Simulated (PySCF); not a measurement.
Spin–spin coupling constants

Cartesian coordinates in Å; atom numbers follow the order of the lines, from 1:
```xyz
16

C     2.2441   -0.1990   -0.0696
C     0.9293   -0.0817   -0.0290
C    -0.0095   -1.0037    0.7043
C    -1.3520   -0.2710    0.6963
C    -1.3227    0.5088   -0.6172
C     0.1245    0.9953   -0.7082
H     2.7589   -0.9886    0.4513
H     2.8582    0.4897   -0.6250
H     0.3431   -1.2332    1.7098
H    -0.0899   -1.9465    0.1561
H    -1.4006    0.4240    1.5366
H    -2.2015   -0.9497    0.7618
H    -1.5420   -0.1618   -1.4503
H    -2.0425    1.3262   -0.6353
H     0.4519    1.1664   -1.7336
H     0.2432    1.9337   -0.1594
```

Couplings: B3LYP/pcJ-1 (without the spin–dipole term) in PySCF 2.14.0 with density-fitted response routines, geometry GFN2-xTB; gas phase, one conformer, non-relativistic. Couplings are averaged over pairs made equivalent by symmetry, fast rotation or ring inversion, so a value needn't be that of the named pair in this geometry, while other rotamers aren't included; one pair stands for each set, and the list holds a selection of those of at least 0.8 Hz over up to four bonds.

Isotopes: $^{13}$C, $^{1}$H.

```
    pair  bonds  J (Hz)
  C1, C2      1    81.3
  C1, H7      1       ?
  C2, C3      1    41.6
  C3, C4      1    34.0
  C3, H9      1   135.2
  C4, C5      1    31.8
 C4, H11      1   135.3
  C2, C4      2     2.3
  C2, H7      2       ?
  C2, H9      2       ?
  C3, C6      2     7.2
 C3, H11      2    -2.6
 C4, H13      2    -2.7
 H9, H10      2       ?
H11, H12      2   -12.4
  C1, C4      3     3.8
  C1, H9      3       ?
 C2, H11      3     4.4
  C3, H8      3       ?
 C4, H15      3     4.5
 H9, H11      3     8.8
 H9, H12      3     7.0
  H7, H9      4       ?
 H7, H15      4       ?
 H9, H15      4    -3.4
 H9, H16      4    -1.6
```

Estimate the withheld couplings, with signs.

## Answers


- $^{1}J$(C1,H7) = 161.5 Hz (bond length 1.077 Å, sp2 carbon)
- $^{2}J$(C2,H7) = -1.2 Hz (angle at C1 122°)
- $^{2}J$(C2,H9) = -5.8 Hz (mean over equivalent pairs that range from -7.8 to -3.7 Hz in this conformer)
- $^{2}J$(H9,H10) = -18.3 Hz
- $^{3}J$(C1,H9) = 4.4 Hz
- $^{3}J$(C3,H8) = 10.2 Hz (dihedral angle 179°)
- $^{4}J$(H7,H9) = -2.9 Hz (mean over equivalent pairs that range from -3.7 to -2.0 Hz in this conformer)
- $^{4}J$(H7,H15) = -3.2 Hz (mean over equivalent pairs that range from -4.2 to -2.3 Hz in this conformer)
